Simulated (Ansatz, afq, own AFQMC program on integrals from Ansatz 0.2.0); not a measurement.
## GeH₄, singlet: a scan with AFQMC

| atom | x (Å) | y (Å) | z (Å) |
| --- | --- | --- | --- |
| Ge | 0.0000 | 0.0000 | 0.0000 |
| H | 0.8843 | 0.8872 | 0.8860 |
| H | -0.8879 | -0.8840 | 0.8857 |
| H | -0.8838 | 0.8845 | -0.8892 |
| H | 0.8874 | -0.8877 | -0.8825 |

The Ge1–H2 distance is changed with both sides rigid. Energies in mEh count from this geometry (1.534 Å) at the same level; the start stands on RHF, each point on the determinant named.

Basis cc-pVDZ. Only valence electrons are correlated. Ansatz 0.2.0 and our own AFQMC program on the same integrals; the CISD trial comes from CCSD amplitudes, and released means the phaseless constraint is let go. Uncertainties: one standard error, sampling alone. No spin–orbit coupling.

Cautions, each for one point or more: cluster runs in doubt by the program's own checks; higher spins were not checked; inner d shell frozen; no relativity below Rb; no spin-orbit coupling; restricted determinant unstable towards unrestricted; strong correlation.

```
r(Ge1–H2) / Å  det.     T1  weight  CCSD(T)  ph-AFQMC/CISD  released AFQMC  CCSDT(Q)  B2PLYP  r2SCAN
        1.358   RHF  0.009    0.92     14.3     14.4 ± 0.2      14.5 ± 0.3      14.3    13.5    12.7
        1.683   RHF  0.010    0.92      5.0      5.0 ± 0.2       5.1 ± 0.2       5.0     5.4     5.6
        2.118   RHF  0.014    0.90     49.2     49.7 ± 0.2     49.0 ± 0.3*      48.9    51.3    50.9
        2.903   RHF  0.039    0.79    114.4    115.3 ± 0.7    114.8 ± 0.7*     113.9  123.5§  117.6§
```

Weight is that of the determinant in the CISD state; at the start T1 is 0.009 and the weight 0.92. An asterisk marks released energies that aren't shown to be converged. Symmetry can't show for every point that it stays on the start's state. § marks a functional whose ⟨S²⟩ is too high by over 0.1. Largest departures from CCSDT(Q), at the points where its series has closed: CCSD(T) 0.3 mEh at 2.118 (on RHF), ph-AFQMC/CISD 0.8 mEh at 2.118 (on RHF), released AFQMC 0.2 mEh at 1.358 (on RHF) (within the noise). The functionals aren't scored here. In this small basis the wave-function levels are far from their limit, so their gap to the functionals isn't the functionals' error.

Some points may be missing: those where a free walk finds a much lower state, and past Zn most of those on another determinant than at the start.

A walk keeps the symmetry of its determinant, which the program's search chose and which needn't be the lowest solution, so a lower state of the same spin and another symmetry isn't excluded.
